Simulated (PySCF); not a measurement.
Bonds (- single, = double, # triple, : aromatic): C1-Si2 1.896 Å, Si2-Cl3 2.021 Å. C1 carries H4, H5, H6; Si2 carries H7, H8.

Non-relativistic, gas phase, a single conformation, fast rotation and ring inversion assumed for equivalent nuclei. Shielding tensors at PBE0/pcSseg-1 (GIAO); coordinates at the GFN2-xTB level; PySCF.

Shifts are taken against calculated references (same method and geometry level): 13C (σ = 186.93 ppm), 1H (σ = 31.72 ppm), 29Si (σ = 349.16 ppm) against TMS; 35Cl (σ = 949.78 ppm) against HCl.

| atoms | nucleus | count | δ (ppm) |
| --- | --- | --- | --- |
| Si2 | 29Si | 1 | ? |
| H4/H5/H6 | 1H | 3 | 0.46 |
| C1 | 13C | 1 | 1.0 |
| Cl3 | 35Cl | 1 | -58 |
| H7/H8 | 1H | 2 | ? |

Problem. Complete the table.

Solution. 
- H7/H8: 5.17 ppm, hydrogen on a silicon bonded to C, Cl
- Si2: -14.3 ppm, silicon bonded to C, Cl, 2 H

Shifts are as computed. Against solution values, carbons near 30 ppm lie about +3 ppm off and those near 130 ppm about +5 ppm. Of 1211 compounds with measured shifts, 218 miss one by over three times the rms of a fit or turn the order of signals round; such compounds aren't used in these exercises.
